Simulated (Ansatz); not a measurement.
C4H6O can be A, `CC1=COC1`, or B, `CC1(O)C=C1`.

Gas-phase electronic energies from Ansatz, PBE0-D4/def2-TZVP geometries. CCSD(T)/CBS is the MP2 limit (def2-TZVPP, def2-QZVPP) plus CCSD(T) − MP2 in def2-TZVPP, frozen cores. Functionals use def2-TZVPP. B3LYP here is the variant with VWN-RPA as its local correlation; programs differ in this. One conformer a species, not always the lowest.

Problem. Which isomer does CCSD(T)/CBS put lower? Give the gap. (Best estimate.)

Solution. The calculation gave: A, by 50.3 kJ/mol.

Problem. Give E(B) − E(A) in kJ/mol with MP2/def2-TZVPP, B3LYP, PBE-D4, CCSD(T)/def2-TZVPP, r2SCAN-D4, PBE0-D4, HF/def2-TZVPP. (Estimate.)

Solution. Computed: MP2/def2-TZVPP 49.1, B3LYP 58.0, PBE-D4 59.7, CCSD(T)/def2-TZVPP 55.6, r2SCAN-D4 54.5, PBE0-D4 57.0, HF/def2-TZVPP 54.1. None reverses the order clearly.

Largest T1 diagnostic: 0.013.
